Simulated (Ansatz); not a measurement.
# SiCl2: structure and electronic state

What does SiCl2 look like as a singlet, and where do its frontier electrons sit?

The runs use Ansatz 0.2.0, Gaussian basis; RKS PBE0-D4/def2-TZVP.

Plan: relaxation at r2SCAN-D4/def2-TZVP; a single point at PBE0-D4/def2-TZVP.

### Step 1. The starting structure

3 atoms, charge 0, spin multiplicity 1.

Atoms are counted from 1 here; the program's logs count them from 0.

Bond lengths: Si1–Cl2 2.052 Å, Si1–Cl3 2.052 Å. Angles: Cl2–Si1–Cl3 101.1°.

The start is a GFN2-xTB geometry.

### Step 2. Optimising with r2SCAN-D4/def2-TZVP

File in.yaml:

```yaml
crystal:
  periodic: [false, false, false]
  atoms:
    - {symbol: Si, position_ang: [0.005140, -0.006950, -0.869340]}
    - {symbol: Cl, position_ang: [1.581630, -0.018940, 0.444080]}
    - {symbol: Cl, position_ang: [-1.586770, 0.025890, 0.425270]}
basis:
  gaussian: {orbitals: def2-TZVP}
hamiltonian: {xc: r2scan, dispersion: d4}
scf: {lower_state_search: "off"}
output: {orbitals: {seedname: orbitals}}
relax: {f_tol: 0.02, max_steps: 100}
```

Run with:

```
$ ansatz run in.yaml --threads 4 --pin off --events-out ev --progress --plain --max-ram 3916MiB
```

Further steps of the session: Single point, PBE0-D4/def2-TZVP.

**Question.** What will the summary of the whole plan be? Wanted: point group; commonest bond; HOMO, LUMO at PBE0-D4/def2-TZVP; dipole at r2SCAN-D4/def2-TZVP.

The runs gave:

```
                       quantity                            value
                    point group                              C2v
                 commonest bond  Cl–Si, 2 of mean length 2.083 Å
HOMO, LUMO at PBE0-D4/def2-TZVP                  -7.76, -2.88 eV
  dipole at r2SCAN-D4/def2-TZVP                           0.77 D
```

What this shows: The molecule keeps its bonding pattern by the stored test; the atoms moved 0.02 Å (rms). No usable vibrations, so a minimum isn't proven. The HOMO lies nearest to Si1 61 %; Cl2, Cl3 about 20 % each and the LUMO to Si1 78 %; Cl2, Cl3 about 11 % each.
